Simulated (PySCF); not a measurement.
Computed shifts of a molecule C3H6O, PBE/pcSseg-1 run with PySCF, GIAO, gas phase, equivalent atoms averaged, in ppm (number of nuclei): ¹³C: 205.8 (1), 33.1 (2). ¹H: 2.33 (6). References: ¹³C against TMS (σ = 182.0 ppm); ¹⁷O against H2O (σ = 334.3 ppm); ¹H against TMS (σ = 31.49 ppm), references at their B3LYP-D3(BJ)/def2-TZVP geometries, non-relativistic. The structure is a stationary point at PBE0-D3(BJ)/def2-SVP. One conformer was computed; it need not be the lowest.

Q: Pick the molecule that these values belong to.
A. C=COC
B. C1COC1
C. CC(C)=O
D. OC1CC1

A: C, CC(C)=O
